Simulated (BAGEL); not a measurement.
**RI-MP2/def2-SVPD (density fitting with qzvpp-jkfit) run of C2H2ClO− (SMILES C=C([O-])Cl)**

Aim: the energy change on altering one bond length of C2H2ClO− at RI-MP2/def2-SVPD (density fitting with qzvpp-jkfit), from 2 runs. 

The results are computed with BAGEL 1.2.2.

## Step 1: Starting point

C2H2ClO− has 6 atoms, charge -1, and is taken as a singlet. SMILES: `C=C([O-])Cl`. Geometry: relaxed at GFN2-xTB.

Bond lengths: C1–C2 1.328 Å, C2–O3 1.208 Å, C2–Cl4 2.010 Å, C1–H5 1.080 Å, C1–H6 1.072 Å. Angles: C1–C2–O3 141.3°, C1–C2–Cl4 107.1°, O3–C2–Cl4 111.7°, C2–C1–H5 118.1°, C2–C1–H6 123.6°, H5–C1–H6 118.3°.

## Step 2: A single-point energy at RI-MP2/def2-SVPD (density fitting with qzvpp-jkfit)

input.json reads:

```json
{ "bagel": [

{
  "title": "molecule",
  "basis": "def2-svpd.json",
  "df_basis": "qzvpp-jkfit",
  "angstrom": true,
  "geometry": [
    { "atom": "C", "xyz": [   -0.147890,    0.728290,   -0.151740 ] },
    { "atom": "C", "xyz": [    0.419660,   -0.448040,    0.090190 ] },
    { "atom": "O", "xyz": [    1.505550,   -0.967130,    0.191290 ] },
    { "atom": "Cl", "xyz": [   -1.065230,   -1.770870,    0.379710 ] },
    { "atom": "H", "xyz": [    0.496070,    1.575760,   -0.333680 ] },
    { "atom": "H", "xyz": [   -1.208150,    0.881980,   -0.175770 ] }
  ]
},
{
  "title": "hf",
  "charge": -1
},
{
  "title": "mp2",
  "charge": -1,
  "ncore": 8
}

]}
```

The basis set def2-SVPD is read from a file made from the Basis Set Exchange's data (not shown).

On the command line:

```
$ BAGEL_NUM_THREADS=1 BAGEL input.json > input.out
```

Standard output:

```text
* using 1 threads per process

  ===============================================================
  ===============================================================

  *** Geometry ***

  { "atom" : "C", "xyz" : [     -0.279472,      1.376269,     -0.286747 ] },
  { "atom" : "C", "xyz" : [      0.793042,     -0.846673,      0.170434 ] },
  { "atom" : "O", "xyz" : [      2.845077,     -1.827611,      0.361486 ] },
  { "atom" : "Cl", "xyz" : [     -2.012993,     -3.346459,      0.717548 ] },
  { "atom" : "H", "xyz" : [      0.937436,      2.977755,     -0.630564 ] },
  { "atom" : "H", "xyz" : [     -2.283073,      1.666701,     -0.332157 ] },

  Number of auxiliary basis functions:      391

  Since a DF basis is specified, we compute 2- and 3-index integrals:
    o Being stored without compression. Storage requirement is 0.035 GB

  Number of basis functions:      106
  Number of electrons      :       39

    * METHOD: MOLECULE                             0.26

  *** RHF ***

  === Nuclear Repulsion ===
   137.1122749704

      * DIIS with orbital gradients will be used.

  === RHF iteration (def2-svpd.json) ===
      0       -610.79455295          0.01752500           0.08
      1       -610.93602597          0.01279470           0.08
      2       -611.01793756          0.00222165           0.08
      3       -611.02048667          0.00076079           0.08
      4       -611.02086132          0.00010056           0.08
      5       -611.02087056          0.00004051           0.08
      6       -611.02087233          0.00001658           0.08
      7       -611.02087281          0.00000438           0.08
      8       -611.02087285          0.00000234           0.08
      9       -611.02087285          0.00000088           0.08
     10       -611.02087285          0.00000041           0.08
     11       -611.02087285          0.00000018           0.08
     12       -611.02087285          0.00000006           0.08
     13       -611.02087285          0.00000002           0.08
     14       -611.02087285          0.00000001           0.08
    * SCF iteration converged.

    * Permanent dipole moment:
           (    0.447073,    -0.464803,     0.093929) a.u.

    * METHOD: HF                                   1.45

  *** RHF ***

  === Nuclear Repulsion ===
   137.1122749704

      * DIIS with orbital gradients will be used.

  === RHF iteration (def2-svpd.json) ===
      0       -611.02087285          0.00000001           0.08
    * SCF iteration converged.

    * Permanent dipole moment:
           (    0.447072,    -0.464803,     0.093929) a.u.

  === DF-MP2 calculation ===

    * freezing 8 orbitals
    * 3-index integral transformation done
    * assembly done

      MP2 correlation energy:   -0.6314048109      0.07

      MP2 total energy:       -611.6522776657

    * METHOD: MP2                                  0.25

  ===============================================================
```

Run time: 2.1 s. Hardware: 1 thread of Arm Neoverse N1, shared host; peak memory 0.12 GiB.

## Step 3: The distorted shape, same level

job.json reads:

```json
{ "bagel": [

{
  "title": "molecule",
  "basis": "def2-svpd.json",
  "df_basis": "qzvpp-jkfit",
  "angstrom": "true",
  "geometry": [
    { "atom": "C", "xyz": [      -0.310778,       0.806156,      -0.166905 ] },
    { "atom": "C", "xyz": [       0.256772,      -0.370174,       0.075025 ] },
    { "atom": "O", "xyz": [       1.505550,      -0.967130,       0.191290 ] },
    { "atom": "Cl", "xyz": [      -1.228118,      -1.693004,       0.364545 ] },
    { "atom": "H", "xyz": [       0.333182,       1.653626,      -0.348845 ] },
    { "atom": "H", "xyz": [      -1.371038,       0.959846,      -0.190935 ] }
  ]
},

{
  "title": "hf",
  "charge": -1
},

{
  "title": "mp2",
  "charge": -1,
  "ncore": 8
}

]}
```

The basis set def2-SVPD is read from a file made from the Basis Set Exchange's data (not shown).

On the command line:

```
$ BAGEL_NUM_THREADS=1 BAGEL job.json > job.out
```

Standard output:

```text
* using 1 threads per process

  ===============================================================
  ===============================================================

  *** Geometry ***

  { "atom" : "C", "xyz" : [     -0.587285,      1.523414,     -0.315405 ] },
  { "atom" : "C", "xyz" : [      0.485229,     -0.699527,      0.141777 ] },
  { "atom" : "O", "xyz" : [      2.845077,     -1.827611,      0.361486 ] },
  { "atom" : "Cl", "xyz" : [     -2.320807,     -3.199314,      0.688890 ] },
  { "atom" : "H", "xyz" : [      0.629623,      3.124900,     -0.659222 ] },
  { "atom" : "H", "xyz" : [     -2.590886,      1.813846,     -0.360815 ] },

  Number of auxiliary basis functions:      391

  Since a DF basis is specified, we compute 2- and 3-index integrals:
    o Being stored without compression. Storage requirement is 0.035 GB

  Number of basis functions:      106
  Number of electrons      :       39

    * METHOD: MOLECULE                             0.26

  *** RHF ***

  === Nuclear Repulsion ===
   132.2692035911

      * DIIS with orbital gradients will be used.

  === RHF iteration (def2-svpd.json) ===
      0       -610.72377343          0.01895960           0.08
      1       -610.82558533          0.01736682           0.08
      2       -610.97758964          0.00252518           0.08
      3       -610.98117950          0.00078261           0.08
      4       -610.98172732          0.00019116           0.08
      5       -610.98176169          0.00007819           0.08
      6       -610.98177119          0.00004256           0.08
      7       -610.98177386          0.00000786           0.08
      8       -610.98177394          0.00000386           0.08
      9       -610.98177396          0.00000163           0.08
     10       -610.98177396          0.00000078           0.08
     11       -610.98177396          0.00000023           0.08
     12       -610.98177396          0.00000012           0.08
     13       -610.98177396          0.00000005           0.08
     14       -610.98177396          0.00000002           0.08
     15       -610.98177396          0.00000001           0.08
     16       -610.98177396          0.00000001           0.08
    * SCF iteration converged.

    * Permanent dipole moment:
           (    1.132830,    -0.715776,     0.141347) a.u.

    * METHOD: HF                                   1.61

  *** RHF ***

  === Nuclear Repulsion ===
   132.2692035911

      * DIIS with orbital gradients will be used.

  === RHF iteration (def2-svpd.json) ===
      0       -610.98177396          0.00000000           0.08
    * SCF iteration converged.

    * Permanent dipole moment:
           (    1.132830,    -0.715775,     0.141347) a.u.

  === DF-MP2 calculation ===

    * freezing 8 orbitals
    * 3-index integral transformation done
    * assembly done

      MP2 correlation energy:   -0.6436478869      0.07

      MP2 total energy:       -611.6254218445

    * METHOD: MP2                                  0.25

  ===============================================================
```

It took 2.3 s on 1 thread of Arm Neoverse N1, shared host; peak memory 0.12 GiB.

## Step 4: Outcome

At RI-MP2/def2-SVPD (density fitting with qzvpp-jkfit), 8 core orbitals frozen:

```
                                                         quantity          value
                                        first shape: total energy  -611.65228 Eh
         first shape: correlation energy (8 core orbitals frozen)     -631.4 mEh
                                    distorted shape: total energy  -611.62542 Eh
     distorted shape: correlation energy (8 core orbitals frozen)     -643.6 mEh
energy change with the C2–O3 bond stretched from 1.208 to 1.389 Å       0.731 eV
```

In words: With the C2–O3 bond stretched from 1.208 to 1.389 Å the energy rises by 0.73 eV (16.9 kcal/mol). The first shape isn't relaxed at this level, so the change isn't measured from a minimum.
